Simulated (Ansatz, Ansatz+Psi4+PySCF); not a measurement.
```xyz
4

Li    1.1079    0.0376   -0.0328
Li   -1.1099    0.0329   -0.0373
F     0.0167    1.3138    0.0420
F     0.0039   -1.3052   -0.0482
```

Basis set: cc-pVTZ (spherical functions). Frozen core: 2 orbitals. Charge 0, multiplicity 1.

Computed with Ansatz (development build ahead of 0.2.0); each method stands on the lowest determinant of its kind that the runs found. Restricted open shells among the atoms or ions are ROHF, correlated in semicanonical orbitals with singles.

The atomization energy at this shape (free ground-state atoms in the same class of orbitals less the molecule, no zero-point energy) of singlet Li2F2:

```json
{"method": "RHF", "atomization energy": "10.72 eV"}
```

Q: What does RHF-MP2 give?

A: 14.82 eV.
